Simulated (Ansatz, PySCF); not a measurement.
Reaction (SMILES): Cl[B]Cl → Cl[B]Cl as singlet, charge +1 + e-
Structures are relaxed separately at B3LYP-D3(BJ)/def2-TZVP in Ansatz (a quantum-chemistry and plane-wave program). A spin state is the lowest found, not a proven ground state.

Property: adiabatic ionisation energy (0 K, with B3LYP-D3(BJ) harmonic zero-point energies from PySCF), in eV. Correlated levels leave the core frozen unless marked. UHF or UKS for open shells. No spin-orbit coupling. Non-relativistic. CBS marks a two-point X^-3 extrapolation of the correlation energy; Hartree-Fock from the larger set.

```json
[
 {"level": "PBE/def2-TZVPD", "program": "Ansatz", "adiabatic ionisation energy (eV)": "7.34"},
 {"level": "PBE-D3(BJ)/def2-TZVPD", "program": "Ansatz + dftd3", "adiabatic ionisation energy (eV)": "7.35"},
 {"level": "BLYP-D3(BJ)/def2-TZVPD", "program": "Ansatz + dftd3", "adiabatic ionisation energy (eV)": "7.20"},
 {"level": "BLYP-D4/def2-TZVPD", "program": "Ansatz + dftd4", "adiabatic ionisation energy (eV)": "7.22"},
 {"level": "revPBE/def2-TZVPD", "program": "Ansatz", "adiabatic ionisation energy (eV)": "7.35"},
 {"level": "r2SCAN/def2-TZVPD", "program": "Ansatz", "adiabatic ionisation energy (eV)": "[?]"},
 {"level": "PBE0/def2-SVP", "program": "Ansatz", "adiabatic ionisation energy (eV)": "[?]"},
 {"level": "PBE0/def2-QZVPP", "program": "Ansatz", "adiabatic ionisation energy (eV)": "7.44"},
 {"level": "HSE06/def2-TZVPD", "program": "Ansatz", "adiabatic ionisation energy (eV)": "7.44"},
 {"level": "CAM-B3LYP-D3(BJ)/def2-TZVPD", "program": "Ansatz + dftd3", "adiabatic ionisation energy (eV)": "7.45"},
 {"level": "CAM-B3LYP/def2-TZVPD", "program": "Ansatz", "adiabatic ionisation energy (eV)": "7.45"},
 {"level": "LC-wPBE/def2-TZVPD", "program": "Ansatz", "adiabatic ionisation energy (eV)": "[?]"},
 {"level": "B2GP-PLYP/def2-TZVPD", "program": "Ansatz", "adiabatic ionisation energy (eV)": "7.30"},
 {"level": "SCS-MP2/cc-pV(Q+d)Z", "program": "Ansatz", "adiabatic ionisation energy (eV)": "7.20"},
 {"level": "CCSD(T)/CBS(cc-pV(T+d)Z,cc-pV(Q+d)Z)", "program": "Ansatz", "adiabatic ionisation energy (eV)": "[?]"}
]
```

### Question
Some entries are withheld; supply them.

### Answer

- r2SCAN/def2-TZVPD, adiabatic ionisation energy (eV): 7.48
- PBE0/def2-SVP, adiabatic ionisation energy (eV): 7.51
- LC-wPBE/def2-TZVPD, adiabatic ionisation energy (eV): 7.59
- CCSD(T)/CBS(cc-pV(T+d)Z,cc-pV(Q+d)Z), adiabatic ionisation energy (eV): 7.41
